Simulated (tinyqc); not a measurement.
UKS/LDA (VWN5) in the sto-3g basis, for H2O+, spin multiplicity 2, step by step (part 2 of 3). Computed by tinyqc, a small Python program that keeps every step (integrals from PySCF). Command: `OMP_NUM_THREADS=1 python tinyqc.py 26434 26435 out.jsonl` (the two numbers bound the seeds that draw the settings). One thread of a shared host (Intel(R) Xeon(R) Processor @ 2.60GHz), about 2 s of CPU time with the checks.

Geometry (angstrom):
```
atom         x          y         z
O     0.000000   0.000000  0.000000
H     0.000000   0.873000  0.828000
H     0.000000  -0.873000  0.828000
```

## Iteration 2: exchange-correlation on the grid

D(alpha) after iteration 1, order 1O 1s, 1O 2s, 1O 2px, 1O 2py, 1O 2pz, 2H 1s, 3H 1s:
$$\begin{pmatrix}
1.063653 & -0.279917 & 0.000000 & 0.000000 & 0.015536 & 0.040611 & 0.040611 \\
-0.279917 & 1.257173 & 0.000000 & 0.000000 & -0.099522 & -0.275850 & -0.275850 \\
0.000000 & 0.000000 & 1.000000 & 0.000000 & 0.000000 & 0.000000 & 0.000000 \\
0.000000 & 0.000000 & 0.000000 & 0.119437 & 0.000000 & 0.223213 & -0.223213 \\
0.015536 & -0.099522 & 0.000000 & 0.000000 & 0.106927 & 0.199896 & 0.199896 \\
0.040611 & -0.275850 & 0.000000 & 0.223213 & 0.199896 & 0.797860 & -0.036456 \\
0.040611 & -0.275850 & 0.000000 & -0.223213 & 0.199896 & -0.036456 & 0.797860
\end{pmatrix}$$

D(beta) after iteration 1, order 1O 1s, 1O 2s, 1O 2px, 1O 2py, 1O 2pz, 2H 1s, 3H 1s:
$$\begin{pmatrix}
1.063714 & -0.280335 & 0.000000 & 0.000000 & 0.014990 & 0.041379 & 0.041379 \\
-0.280335 & 1.260048 & 0.000000 & 0.000000 & -0.095479 & -0.281109 & -0.281109 \\
0.000000 & 0.000000 & 0.000000 & 0.000000 & 0.000000 & 0.000000 & 0.000000 \\
0.000000 & 0.000000 & 0.000000 & 0.106748 & 0.000000 & 0.214169 & -0.214169 \\
0.014990 & -0.095479 & 0.000000 & 0.000000 & 0.095578 & 0.191383 & 0.191383 \\
0.041379 & -0.281109 & 0.000000 & 0.214169 & 0.191383 & 0.819936 & -0.039442 \\
0.041379 & -0.281109 & 0.000000 & -0.214169 & 0.191383 & -0.039442 & 0.819936
\end{pmatrix}$$

Becke grid with 15 radial and 26 angular points per atom, points of zero weight dropped. rho = sum D_ij phi_i phi_j; V_xc,ij = sum w v_xc phi_i phi_j; v_xc is d(rho eps)/d rho(s) for spin s.

The 8 grid points with the largest w rho, of 1150 (bohr, atomic units):
```
x                  y          z         w  rho(alpha)  rho(beta)     eps_xc  v_xc(alpha)
-0.900000   0.000000   0.000000  0.174951    0.353975   0.100404  -0.666434    -0.930909
0.900000    0.000000   0.000000  0.174951    0.353975   0.100404  -0.666434    -0.930909
-1.315168   0.000000   0.000000  0.489085    0.119514   0.031133  -0.473742    -0.656932
1.315168    0.000000   0.000000  0.489085    0.119514   0.031133  -0.473742    -0.656932
-0.636396   0.000000  -0.636396  0.139972    0.258144   0.129440  -0.613315    -0.849592
0.636396    0.000000  -0.636396  0.139972    0.258144   0.129440  -0.613315    -0.849592
0.000000    0.000000  -0.900000  0.174965    0.153180   0.149579  -0.557822    -0.733142
-0.636396  -0.636396   0.000000  0.139486    0.248442   0.119800  -0.604747    -0.838649
```

electrons on the grid, sum of w rho = 9.006946

E_xc = sum of w rho eps_xc = -7.68859453 hartree

V_xc(alpha) (hartree), order 1O 1s, 1O 2s, 1O 2px, 1O 2py, 1O 2pz, 2H 1s, 3H 1s:
$$\begin{pmatrix}
-2.916331 & -0.403286 & 0.000000 & 0.000000 & 0.001095 & -0.052130 & -0.052130 \\
-0.403286 & -0.725789 & 0.000000 & 0.000000 & -0.011047 & -0.195380 & -0.195380 \\
0.000000 & 0.000000 & -0.759968 & 0.000000 & 0.000000 & 0.000000 & 0.000000 \\
0.000000 & 0.000000 & 0.000000 & -0.702628 & 0.000000 & -0.120599 & 0.120599 \\
0.001095 & -0.011047 & 0.000000 & 0.000000 & -0.698865 & -0.119455 & -0.119455 \\
-0.052130 & -0.195380 & 0.000000 & -0.120599 & -0.119455 & -0.507051 & -0.082935 \\
-0.052130 & -0.195380 & 0.000000 & 0.120599 & -0.119455 & -0.082935 & -0.507051
\end{pmatrix}$$

V_xc(beta) (hartree), order 1O 1s, 1O 2s, 1O 2px, 1O 2py, 1O 2pz, 2H 1s, 3H 1s:
$$\begin{pmatrix}
-2.896845 & -0.388255 & 0.000000 & 0.000000 & 0.001275 & -0.050320 & -0.050320 \\
-0.388255 & -0.650566 & 0.000000 & 0.000000 & -0.010691 & -0.182216 & -0.182216 \\
0.000000 & 0.000000 & -0.629184 & 0.000000 & 0.000000 & 0.000000 & 0.000000 \\
0.000000 & 0.000000 & 0.000000 & -0.655078 & 0.000000 & -0.116515 & 0.116515 \\
0.001275 & -0.010691 & 0.000000 & 0.000000 & -0.650988 & -0.115599 & -0.115599 \\
-0.050320 & -0.182216 & 0.000000 & -0.116515 & -0.115599 & -0.504303 & -0.080343 \\
-0.050320 & -0.182216 & 0.000000 & 0.116515 & -0.115599 & -0.080343 & -0.504303
\end{pmatrix}$$

## Iteration 2: building the Kohn-Sham matrix

core Hamiltonian H = T + V (hartree), order 1O 1s, 1O 2s, 1O 2px, 1O 2py, 1O 2pz, 2H 1s, 3H 1s:
$$\begin{pmatrix}
-32.494864 & -7.559297 & 0.000000 & 0.000000 & -0.013522 & -0.969641 & -0.969641 \\
-7.559297 & -9.121204 & 0.000000 & 0.000000 & -0.167713 & -2.411206 & -2.411206 \\
0.000000 & 0.000000 & -7.279946 & 0.000000 & 0.000000 & 0.000000 & 0.000000 \\
0.000000 & 0.000000 & 0.000000 & -7.355137 & 0.000000 & -1.323589 & 1.323589 \\
-0.013522 & -0.167713 & 0.000000 & 0.000000 & -7.347585 & -1.299816 & -1.299816 \\
-0.969641 & -2.411206 & 0.000000 & -1.323589 & -1.299816 & -4.239258 & -0.969366 \\
-0.969641 & -2.411206 & 0.000000 & 1.323589 & -1.299816 & -0.969366 & -4.239258
\end{pmatrix}$$

nuclear repulsion = 7.33995541 hartree

Given earlier and not repeated: Two-electron integrals (ij|kl) in chemists' order.

J_ij = sum D_kl (ij|kl) with D = D(alpha) + D(beta); F = H + J + V_xc; E = tr D H + tr D J / 2 + E_xc + E_nn.

Coulomb J (hartree), order 1O 1s, 1O 2s, 1O 2px, 1O 2py, 1O 2pz, 2H 1s, 3H 1s:
$$\begin{pmatrix}
15.067350 & 2.745728 & 0.000000 & 0.000000 & 0.013907 & 0.351476 & 0.351476 \\
2.745728 & 6.621509 & 0.000000 & 0.000000 & 0.201682 & 1.831436 & 1.831436 \\
0.000000 & 0.000000 & 6.602863 & 0.000000 & 0.000000 & 0.000000 & 0.000000 \\
0.000000 & 0.000000 & 0.000000 & 6.625738 & 0.000000 & 1.121712 & -1.121712 \\
0.013907 & 0.201682 & 0.000000 & 0.000000 & 6.612244 & 1.119094 & 1.119094 \\
0.351476 & 1.831436 & 0.000000 & 1.121712 & 1.119094 & 4.195733 & 0.801891 \\
0.351476 & 1.831436 & 0.000000 & -1.121712 & 1.119094 & 0.801891 & 4.195733
\end{pmatrix}$$

F(alpha) (hartree), order 1O 1s, 1O 2s, 1O 2px, 1O 2py, 1O 2pz, 2H 1s, 3H 1s:
$$\begin{pmatrix}
-20.343845 & -5.216856 & 0.000000 & 0.000000 & 0.001480 & -0.670295 & -0.670295 \\
-5.216856 & -3.225483 & 0.000000 & 0.000000 & 0.022923 & -0.775151 & -0.775151 \\
0.000000 & 0.000000 & -1.437051 & 0.000000 & 0.000000 & 0.000000 & 0.000000 \\
0.000000 & 0.000000 & 0.000000 & -1.432027 & 0.000000 & -0.322476 & 0.322476 \\
0.001480 & 0.022923 & 0.000000 & 0.000000 & -1.434206 & -0.300177 & -0.300177 \\
-0.670295 & -0.775151 & 0.000000 & -0.322476 & -0.300177 & -0.550575 & -0.250411 \\
-0.670295 & -0.775151 & 0.000000 & 0.322476 & -0.300177 & -0.250411 & -0.550575
\end{pmatrix}$$

F(beta) (hartree), order 1O 1s, 1O 2s, 1O 2px, 1O 2py, 1O 2pz, 2H 1s, 3H 1s:
$$\begin{pmatrix}
-20.324359 & -5.201824 & 0.000000 & 0.000000 & 0.001660 & -0.668485 & -0.668485 \\
-5.201824 & -3.150261 & 0.000000 & 0.000000 & 0.023279 & -0.761986 & -0.761986 \\
0.000000 & 0.000000 & -1.306268 & 0.000000 & 0.000000 & 0.000000 & 0.000000 \\
0.000000 & 0.000000 & 0.000000 & -1.384477 & 0.000000 & -0.318392 & 0.318392 \\
0.001660 & 0.023279 & 0.000000 & 0.000000 & -1.386329 & -0.296321 & -0.296321 \\
-0.668485 & -0.761986 & 0.000000 & -0.318392 & -0.296321 & -0.547827 & -0.247818 \\
-0.668485 & -0.761986 & 0.000000 & 0.318392 & -0.296321 & -0.247818 & -0.547827
\end{pmatrix}$$

total energy of this density = -73.09413424 hartree

## Iteration 2: DIIS over 2 matrices

error matrix X^T (FDS - SDF) X (alpha):
$$\begin{pmatrix}
0.000000 & -0.002680 & 0.000000 & 0.000000 & -0.007758 & 0.007821 & 0.007821 \\
0.002680 & 0.000000 & 0.000000 & 0.000000 & -0.143460 & 0.013654 & 0.013654 \\
0.000000 & 0.000000 & 0.000000 & 0.000000 & 0.000000 & 0.000000 & 0.000000 \\
0.000000 & 0.000000 & 0.000000 & 0.000000 & 0.000000 & -0.423433 & 0.423433 \\
0.007758 & 0.143460 & 0.000000 & 0.000000 & 0.000000 & -0.379063 & -0.379063 \\
-0.007821 & -0.013654 & 0.000000 & 0.423433 & 0.379063 & 0.000000 & 0.000000 \\
-0.007821 & -0.013654 & 0.000000 & -0.423433 & 0.379063 & 0.000000 & 0.000000
\end{pmatrix}$$

B (overlaps of the stored error matrices):
$$\begin{pmatrix}
8.6909328e-01 & -1.1829235e+00 \\
-1.1829235e+00 & 2.5617827e+00
\end{pmatrix}$$

Minimise |sum c_i e_i|^2 with sum c_i = 1: solve [B -1; -1 0][c; lambda] = [0; -1] with B_ij = tr e_i^T e_j summed over both spins, and take F = sum c_i F_i.

DIIS coefficients: [0.646004, 0.353996]

extrapolated F(alpha) (hartree), order 1O 1s, 1O 2s, 1O 2px, 1O 2py, 1O 2pz, 2H 1s, 3H 1s:
$$\begin{pmatrix}
-18.783337 & -4.877118 & 0.000000 & 0.000000 & -0.006854 & -0.627382 & -0.627382 \\
-4.877118 & -2.401112 & 0.000000 & 0.000000 & -0.100826 & -0.636099 & -0.636099 \\
0.000000 & 0.000000 & -0.617649 & 0.000000 & 0.000000 & 0.000000 & 0.000000 \\
0.000000 & 0.000000 & 0.000000 & -0.607576 & 0.000000 & -0.258033 & 0.258033 \\
-0.006854 & -0.100826 & 0.000000 & 0.000000 & -0.605198 & -0.272490 & -0.272490 \\
-0.627382 & -0.636099 & 0.000000 & -0.258033 & -0.272490 & -0.593541 & -0.234419 \\
-0.627382 & -0.636099 & 0.000000 & 0.258033 & -0.272490 & -0.234419 & -0.593541
\end{pmatrix}$$

extrapolated F(beta) (hartree), order 1O 1s, 1O 2s, 1O 2px, 1O 2py, 1O 2pz, 2H 1s, 3H 1s:
$$\begin{pmatrix}
-18.765550 & -4.864026 & 0.000000 & 0.000000 & -0.006848 & -0.625817 & -0.625817 \\
-4.864026 & -2.336621 & 0.000000 & 0.000000 & -0.100817 & -0.624479 & -0.624479 \\
0.000000 & 0.000000 & -0.499832 & 0.000000 & 0.000000 & 0.000000 & 0.000000 \\
0.000000 & 0.000000 & 0.000000 & -0.569586 & 0.000000 & -0.254355 & 0.254355 \\
-0.006848 & -0.100817 & 0.000000 & 0.000000 & -0.567042 & -0.268989 & -0.268989 \\
-0.625817 & -0.624479 & 0.000000 & -0.254355 & -0.268989 & -0.588687 & -0.231835 \\
-0.625817 & -0.624479 & 0.000000 & 0.254355 & -0.268989 & -0.231835 & -0.588687
\end{pmatrix}$$

## Iteration 2: diagonalisation and new density

X, order 1O 1s, 1O 2s, 1O 2px, 1O 2py, 1O 2pz, 2H 1s, 3H 1s:
$$\begin{pmatrix}
1.023223 & -0.132941 & 0.000000 & 0.000000 & -0.006275 & 0.016397 & 0.016397 \\
-0.132941 & 1.114230 & 0.000000 & 0.000000 & 0.056743 & -0.178659 & -0.178659 \\
0.000000 & 0.000000 & 1.000000 & 0.000000 & 0.000000 & 0.000000 & 0.000000 \\
0.000000 & 0.000000 & 0.000000 & 1.046019 & 0.000000 & -0.136519 & 0.136519 \\
-0.006275 & 0.056743 & 0.000000 & 0.000000 & 1.034881 & -0.110263 & -0.110263 \\
0.016397 & -0.178659 & 0.000000 & -0.136519 & -0.110263 & 1.093314 & -0.064163 \\
0.016397 & -0.178659 & 0.000000 & 0.136519 & -0.110263 & -0.064163 & 1.093314
\end{pmatrix}$$

Diagonalise F' = X^T F X, C = X C', fill 5 alpha and 4 beta electrons from the bottom; D(s) = C_occ C_occ^T. Each column has its largest component positive (the first on a tie).

F' = X^T F X (alpha) (hartree):
$$\begin{pmatrix}
-18.418445 & -2.552218 & 0.000000 & 0.000000 & -0.022705 & -0.052678 & -0.052678 \\
-2.552218 & -1.477597 & 0.000000 & 0.000000 & -0.026819 & -0.223857 & -0.223857 \\
0.000000 & 0.000000 & -0.617649 & 0.000000 & 0.000000 & 0.000000 & 0.000000 \\
0.000000 & 0.000000 & 0.000000 & -0.530779 & 0.000000 & -0.178520 & 0.178520 \\
-0.022705 & -0.026819 & 0.000000 & 0.000000 & -0.546478 & -0.154295 & -0.154295 \\
-0.052678 & -0.223857 & 0.000000 & -0.178520 & -0.154295 & -0.398649 & -0.057962 \\
-0.052678 & -0.223857 & 0.000000 & 0.178520 & -0.154295 & -0.057962 & -0.398649
\end{pmatrix}$$

orbital energies (alpha) (hartree): MO1 -18.795422, MO2 -1.236868, MO3 -0.705496, MO4 -0.649015, MO5 -0.617649, MO6 -0.217826, MO7 -0.165969

coefficients C (alpha), order 1O 1s, 1O 2s, 1O 2px, 1O 2py, 1O 2pz, 2H 1s, 3H 1s:
$$\begin{pmatrix}
0.992992 & -0.249065 & 0.000000 & 0.093505 & 0.000000 & 0.091795 & 0.000000 \\
0.029500 & 0.925433 & 0.000000 & -0.432143 & 0.000000 & -0.531220 & 0.000000 \\
0.000000 & 0.000000 & 0.000000 & 0.000000 & 1.000000 & 0.000000 & 0.000000 \\
0.000000 & 0.000000 & 0.750267 & 0.000000 & 0.000000 & 0.000000 & 0.754010 \\
0.002626 & 0.150524 & 0.000000 & 0.783206 & 0.000000 & -0.680057 & 0.000000 \\
-0.005245 & 0.107315 & 0.353497 & 0.279849 & 0.000000 & 0.695746 & -0.750702 \\
-0.005245 & 0.107315 & -0.353497 & 0.279849 & 0.000000 & 0.695746 & 0.750702
\end{pmatrix}$$

F' = X^T F X (beta) (hartree):
$$\begin{pmatrix}
-18.402236 & -2.548679 & 0.000000 & 0.000000 & -0.022673 & -0.053162 & -0.053162 \\
-2.548679 & -1.409743 & 0.000000 & 0.000000 & -0.024754 & -0.223605 & -0.223605 \\
0.000000 & 0.000000 & -0.499832 & 0.000000 & 0.000000 & 0.000000 & 0.000000 \\
0.000000 & 0.000000 & 0.000000 & -0.491229 & 0.000000 & -0.179713 & 0.179713 \\
-0.022673 & -0.024754 & 0.000000 & 0.000000 & -0.507118 & -0.155189 & -0.155189 \\
-0.053162 & -0.223605 & 0.000000 & -0.179713 & -0.155189 & -0.396208 & -0.057654 \\
-0.053162 & -0.223605 & 0.000000 & 0.179713 & -0.155189 & -0.057654 & -0.396208
\end{pmatrix}$$

orbital energies (beta) (hartree): MO1 -18.777107, MO2 -1.181519, MO3 -0.680261, MO4 -0.615677, MO5 -0.499832, MO6 -0.198655, MO7 -0.149522

coefficients C (beta), order 1O 1s, 1O 2s, 1O 2px, 1O 2py, 1O 2pz, 2H 1s, 3H 1s:
$$\begin{pmatrix}
0.993164 & -0.244447 & 0.000000 & 0.101600 & 0.000000 & -0.093723 & 0.000000 \\
0.028805 & 0.904607 & 0.000000 & -0.467931 & 0.000000 & 0.536783 & 0.000000 \\
0.000000 & 0.000000 & 0.000000 & 0.000000 & 1.000000 & 0.000000 & 0.000000 \\
0.000000 & 0.000000 & 0.724095 & 0.000000 & 0.000000 & 0.000000 & 0.779177 \\
0.002566 & 0.155713 & 0.000000 & 0.761368 & 0.000000 & 0.703292 & 0.000000 \\
-0.005112 & 0.127278 & 0.378913 & 0.295244 & 0.000000 & -0.685950 & -0.738199 \\
-0.005112 & 0.127278 & -0.378913 & 0.295244 & 0.000000 & -0.685950 & 0.738199
\end{pmatrix}$$

D(alpha) after iteration 2, order 1O 1s, 1O 2s, 1O 2px, 1O 2py, 1O 2pz, 2H 1s, 3H 1s:
$$\begin{pmatrix}
1.056809 & -0.241607 & 0.000000 & 0.000000 & 0.038351 & -0.005770 & -0.005770 \\
-0.241607 & 1.044044 & 0.000000 & 0.000000 & -0.199080 & -0.021777 & -0.021777 \\
0.000000 & 0.000000 & 1.000000 & 0.000000 & 0.000000 & 0.000000 & 0.000000 \\
0.000000 & 0.000000 & 0.000000 & 0.562900 & 0.000000 & 0.265217 & -0.265217 \\
0.038351 & -0.199080 & 0.000000 & 0.000000 & 0.636076 & 0.235319 & 0.235319 \\
-0.005770 & -0.021777 & 0.000000 & 0.265217 & 0.235319 & 0.214820 & -0.035101 \\
-0.005770 & -0.021777 & 0.000000 & -0.265217 & 0.235319 & -0.035101 & 0.214820
\end{pmatrix}$$

D(beta) after iteration 2, order 1O 1s, 1O 2s, 1O 2px, 1O 2py, 1O 2pz, 2H 1s, 3H 1s:
$$\begin{pmatrix}
1.056451 & -0.240062 & 0.000000 & 0.000000 & 0.041840 & -0.006193 & -0.006193 \\
-0.240062 & 1.038103 & 0.000000 & 0.000000 & -0.215335 & -0.023165 & -0.023165 \\
0.000000 & 0.000000 & 0.000000 & 0.000000 & 0.000000 & 0.000000 & 0.000000 \\
0.000000 & 0.000000 & 0.000000 & 0.524314 & 0.000000 & 0.274369 & -0.274369 \\
0.041840 & -0.215335 & 0.000000 & 0.000000 & 0.603934 & 0.244595 & 0.244595 \\
-0.006193 & -0.023165 & 0.000000 & 0.274369 & 0.244595 & 0.246970 & -0.040180 \\
-0.006193 & -0.023165 & 0.000000 & -0.274369 & 0.244595 & -0.040180 & 0.246970
\end{pmatrix}$$
